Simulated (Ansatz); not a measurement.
**PNH₂ (quintet): wave-function methods side by side, cc-pVDZ**

Aim: climb from Hartree-Fock through coupled cluster and multireference methods for PNH₂ (quintet) at one geometry and basis, and see what each rung misses.

Computed with Ansatz 0.2.0, Gaussian basis. Level: cc-pVDZ, core rule «outside noble gas», up to 6 orbitals frozen.

To be run: UHF; CCSD(T) on ROHF; CCSD(T) on UHF; BCCD(T) on ROHF; CISD; CCSDT(Q) on ROHF; CCSDT(Q) on UHF; CASSCF and MRCISD+Q, 12 electrons in 10 orbitals; CASSCF and NEVPT2, 12 electrons in 10 orbitals.

25 further runs of the same task are left out: 1 for a mislabelled method, 8 that didn't finish, 16 set aside as unsound or not needed.

### 1 What is computed

The geometry is a PBE0/def2-TZVP stationary point (not a proven minimum) of the parent state, kept for this charge and spin.

4 atoms, charge 0, spin multiplicity 5.

Atoms are counted from 1 here; the program's logs count them from 0.

Bond lengths: N1–P2 1.682 Å, N1–H3 1.006 Å, N1–H4 1.006 Å. Angles: P2–N1–H3 122.7°, P2–N1–H4 122.7°, H3–N1–H4 114.7°.

Coordinates:

```xyz
4
H2NP
N     0.00000    0.00000    1.08517
P     0.00000    0.00000   -0.59669
H     0.00000    0.84723    1.62814
H     0.00000   -0.84723    1.62814
```

### 2 UHF

The input, in.yaml:

```yaml
crystal:
  periodic: [false, false, false]
  atoms:
    - {symbol: N, position_ang: [0.000000, 0.000000, 1.085170]}
    - {symbol: P, position_ang: [0.000000, 0.000000, -0.596692]}
    - {symbol: H, position_ang: [0.000000, 0.847233, 1.628141]}
    - {symbol: H, position_ang: [0.000000, -0.847233, 1.628141]}
basis:
  gaussian: {orbitals: cc-pVDZ}
magnetization: {spin_polarized: true, initial_magnetization: 4}
hamiltonian: {xc: hf}
output: {orbitals: {seedname: orbitals}}
```

Launch:

```console
$ ansatz run in.yaml --threads 1 --pin off --events-out ev --progress --plain --max-ram 2393MiB
```

After this run come: CCSD(T) on ROHF; CCSD(T) on UHF; BCCD(T) on ROHF; CISD; CCSDT(Q) on ROHF; CCSDT(Q) on UHF; CASSCF and MRCISD+Q, 12 electrons in 10 orbitals; CASSCF and NEVPT2, 12 electrons in 10 orbitals.

**Question.** What will the summary of the whole plan be? Wanted: UCCSDT(Q) below the RHF energy; RMP2 from UCCSDT(Q); UMP2 from UCCSDT(Q); RCCSD from UCCSDT(Q); RCCSD(T) from UCCSDT(Q); UCCSD(T) from UCCSDT(Q); RCCSDT(Q) from UCCSDT(Q); NEVPT2 valence from UCCSDT(Q); MRCISD+Q valence from UCCSDT(Q).

The runs gave:

| quantity | value |
| --- | --- |
| UCCSDT(Q) below the RHF energy | -7.3045 eV |
| RMP2 from UCCSDT(Q) | +1039.7 meV |
| UMP2 from UCCSDT(Q) | +1079.3 meV |
| RCCSD from UCCSDT(Q) | +204.2 meV |
| RCCSD(T) from UCCSDT(Q) | +34.2 meV |
| UCCSD(T) from UCCSDT(Q) | +33.6 meV |
| RCCSDT(Q) from UCCSDT(Q) | +0.7 meV |
| NEVPT2 valence from UCCSDT(Q) | +1290.0 meV |
| MRCISD+Q valence from UCCSDT(Q) | +59.1 meV |
| levels within 1 kcal/mol (43 meV) | RCCSD(T), UCCSD(T), BCCD(T), RCCSDT, UCCSDT, RCCSDT(Q) |
| T1 diagnostic | 0.016 |
| effectively unpaired electrons | 4.01 |

What this shows: RCCSD(T) lands +34.2 meV from the yardstick (0.5 % of the correlation energy). One determinant dominates. Of the multireference levels listed MRCISD+Q valence comes nearest in total energy (+59.1 meV), which doesn't show that its space is the better one. These misses are within one basis, not against nature; the frozen cores of restricted and unrestricted runs differ, which can shift their rows.
